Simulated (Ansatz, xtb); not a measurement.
## Relative energy of two isomers of C5H4S

Structure I: `C#CC(S)C#C`, a singlet. Structure II: `C#CCC#CS`, a singlet. Both are isolated molecules in the gas phase, relaxed with PBE-D3(BJ)/def2-SVP; the shapes shown needn't be the lowest conformers.

I (Å):

```yaml
atoms:
  - { symbol: C, position_ang: [-1.3320, 2.3513, -3.6749] }
  - { symbol: C, position_ang: [-1.0208, 1.7115, -2.6815] }
  - { symbol: C, position_ang: [-0.6480, 0.9372, -1.4987] }
  - { symbol: C, position_ang: [-1.3113, -0.3643, -1.4364] }
  - { symbol: C, position_ang: [-1.8646, -1.4528, -1.3932] }
  - { symbol: S, position_ang: [1.2137, 0.7712, -1.3411] }
  - { symbol: H, position_ang: [-1.6029, 2.9199, -4.5533] }
  - { symbol: H, position_ang: [-0.9045, 1.5210, -0.5853] }
  - { symbol: H, position_ang: [1.3503, 0.0599, -2.4950] }
  - { symbol: H, position_ang: [-2.3503, -2.4175, -1.3518] }
```

II (Å):

```tsv
atom	x (Å)	y (Å)	z (Å)
C	0.9365	2.6031	-2.6628
C	-0.1388	2.1149	-2.3520
C	-1.4335	1.5322	-1.9759
C	-1.4955	0.0704	-2.0482
C	-1.5369	-1.1560	-2.0963
S	-1.6539	-2.8310	-2.3140
H	1.8897	3.0305	-2.9399
H	-1.6977	1.8608	-0.9439
H	-2.2314	1.9621	-2.6250
H	-1.1951	-3.2008	-1.0792
```

Problem. Which of the two would you expect CCSD(T)/def2-SVP + ΔMP2/def2-TZVPP electronic energies to favour?

Solution. Structure II; the calculation gives E(II) − E(I) = −20.9 kJ/mol.

Level by level:

```
                             level             geometry  E(II) − E(I) (kJ/mol)  departure from the last row (kJ/mol)  job, with rough time for the two
               PBE-D3(BJ)/def2-SVP  PBE-D3(BJ)/def2-SVP                   −28.7                                  −7.8                optimisation, 70 s
                       HF/def2-SVP  PBE-D3(BJ)/def2-SVP                   −28.7                                  −7.8           part of the CCSD(T) run
                      MP2/def2-SVP  PBE-D3(BJ)/def2-SVP                   −18.0                                  +2.9           part of the CCSD(T) run
                  CCSD(T)/def2-SVP  PBE-D3(BJ)/def2-SVP                   −19.2                                  +1.7                      single point
CCSD(T)/def2-SVP + ΔMP2/def2-TZVPP  PBE-D3(BJ)/def2-SVP                   −20.9                                                      single point, 41 s
```

As drawn, both hold the same kinds of bond in the same numbers.

The levels shown agree on the order. The largest departure from CCSD(T)/def2-SVP + ΔMP2/def2-TZVPP is that of HF/def2-SVP, 7.8 kJ/mol. Levels run at GFN2-xTB geometries aren't shown. The last row adds to CCSD(T) the change of the MP2 difference between the two basis sets, here −1.7 kJ/mol.

With harmonic frequencies from PBE-D3(BJ)/def2-SVP (ideal gas, rigid rotor, one conformer each, 298.15 K, 1 atm): on the last row, ΔE + ΔZPE = −19.6, ΔH = −18.8, ΔG = −22.6 kJ/mol.

The correlated steps freeze 10 core orbitals. Mirror images aren't counted in ΔG. Codes used: Ansatz 0.2.0; the last row on 2 threads of Arm Neoverse V1 on a shared host.
